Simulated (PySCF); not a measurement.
# SiNC, doublet: the ladder up to RCCSDT

Geometry: that of the SiNC, quartet, kept fixed.

```xyz
3

C     0.0000    0.0000   -1.3568
N     0.0000    0.0000   -0.1757
Si    0.0000    0.0000    1.5325
```

Basis cc-pVDZ; PySCF 2.14.0. Correlated methods freeze the noble-gas cores, which leaves 13 electrons in 39 orbitals. R marks a restricted (for open shells ROHF) determinant, U an unrestricted one.

Full CI isn't at hand for all of this; RCCSDT serves as the reference. It lacks quadruple excitations, which often exceed the step from CCSD(T) to CCSDT. The frozen core follows each run's orbitals, which can shift R against U totals by a few meV.

- UHF ⟨S²⟩: 0.789
- T1 diagnostic (ROHF- or RHF-based CCSD): 0.0232
- largest doubles amplitude (ROHF- or RHF-based CCSD): 0.074
- T1 diagnostic (UCCSD): 0.0215

```json
{"level": "RHF", "E − E(RCCSDT) (kcal/mol)": "226.91", "share of correlation (%)": "0.00", "wall time": "–"}
{"level": "UHF", "E − E(RCCSDT) (kcal/mol)": "223.39", "share of correlation (%)": "1.55", "wall time": "–"}
{"level": "RMP2", "E − E(RCCSDT) (kcal/mol)": "25.74", "share of correlation (%)": "88.66", "wall time": "–"}
{"level": "UMP2", "E − E(RCCSDT) (kcal/mol)": "26.75", "share of correlation (%)": "88.21", "wall time": "–"}
{"level": "RCCSD", "E − E(RCCSDT) (kcal/mol)": "9.88", "share of correlation (%)": "95.64", "wall time": "–"}
{"level": "UCCSD", "E − E(RCCSDT) (kcal/mol)": "9.74", "share of correlation (%)": "95.71", "wall time": "–"}
{"level": "RCCSD(T)", "E − E(RCCSDT) (kcal/mol)": "0.51", "share of correlation (%)": "99.77", "wall time": "2.9 s"}
{"level": "UCCSD(T)", "E − E(RCCSDT) (kcal/mol)": "0.56", "share of correlation (%)": "99.75", "wall time": "2.3 s"}
{"level": "UCCSDT", "E − E(RCCSDT) (kcal/mol)": "-0.02", "share of correlation (%)": "100.01", "wall time": "11 min"}
```

The correlation energy at RCCSDT, counted from RHF, is -9.840 eV. That run took 11 min on 1 thread of AMD EPYC 7B13, shared host.

Times are those of the correlated step on a shared host, with one SCF added for the restricted CCSD run; they ran on 1 thread of AMD EPYC 7B13.
